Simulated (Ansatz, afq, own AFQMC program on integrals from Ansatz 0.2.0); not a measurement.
# CH4Ge, singlet: AFQMC among the cluster methods

```xyz
6

Ge    0.0000   -0.0285    0.3488
C     0.0000    0.0248   -1.6402
H     0.0000    1.5666    0.4808
H     0.0000   -0.9687   -2.0883
H     0.8762    0.5814   -1.9908
H    -0.8762    0.5814   -1.9908
```

Connectivity, by distances: GeH–CH3.

Basis cc-pVDZ. Only valence electrons are correlated. Integrals, coupled cluster, full CI and functionals: Ansatz 0.2.0; the random walks run on the same integrals in our own AFQMC program. ph-AFQMC/CISD is guided by a CISD state made of CCSD amplitudes; releasing the constraint for a short imaginary time cuts its bias at the price of noise, slowly where states lie close. Free AFQMC starts from the CCSD state and is never constrained. Its projection time is finite, and what remains of the start isn't in its error. Uncertainties: one standard error, sampling alone. No spin–orbit coupling.

Determinant: UHF, the one that the program's search chose, which needn't be the lowest solution. The geometry is a PBE0/def2-TZVP stationary point of this or a neighbouring charge and spin state.

No full CI on the walks' own integrals is used here; CCSDT(Q) serves as the reference and is uncertain by about the last step of the cluster series.

Cautions: no relativity below Rb; no spin-orbit coupling; inner d shell frozen; an unrestricted solution with more broken spin lies lower (30 meV, ⟨S²⟩ 0.24), while this determinant keeps restricted orbitals; the released energies get too noisy after the second time (errors over twice the walk's own, or jumping), so no released level is given (meV from the phaseless value at times in 1/Eh: -14 ± 11 at 0.24, -25 ± 14 at 0.50, -37 ± 21 at 1.00, -47 ± 18 at 1.50), though the last usable value meets CCSDT(Q) within the noise.

```
T1 diagnostic                               : 0.0112
weight of the determinant in the CISD state : 0.869
⟨S²⟩ of the determinant                     : 0.000
size of the correlated space                : 12 electrons in 46 orbitals
```

```json
{"level": "MP2", "correlation energy (eV)": "-6.2100"}
{"level": "CCSD", "correlation energy (eV)": "-7.2303"}
{"level": "CCSD(T)", "correlation energy (eV)": "-7.4187"}
```

Estimate where free-projection AFQMC lies against CCSD(T) on the same integrals.

2.4 ± 1.8 kJ/mol below CCSD(T). The gap is under twice the noise, so this walk alone can't tell the two apart.

Reference: CCSDT(Q), correlation energy -7.451 eV.

```json
{"level": "CCSD(T)", "E − E(reference) (kJ/mol)": "3.2", "share of correlation (%)": "99.56"}
{"level": "CCSDT", "E − E(reference) (kJ/mol)": "1.0", "share of correlation (%)": "99.86"}
{"level": "ph-AFQMC/HF", "E − E(reference) (kJ/mol)": "-17.2 ± 8.2", "share of correlation (%)": "102.39"}
{"level": "ph-AFQMC/CISD", "E − E(reference) (kJ/mol)": "3.0 ± 0.7", "share of correlation (%)": "99.59"}
{"level": "free AFQMC", "E − E(reference) (kJ/mol)": "0.7 ± 1.8", "share of correlation (%)": "99.90"}
```

Free projections are given only where their last times agree within the noise and don't stop above the reference; a slow remainder of the start can still hide under it. A walk keeps the symmetry of its determinant, which the program's search chose and which needn't be the lowest solution, so a lower state of the same spin and another symmetry isn't excluded.
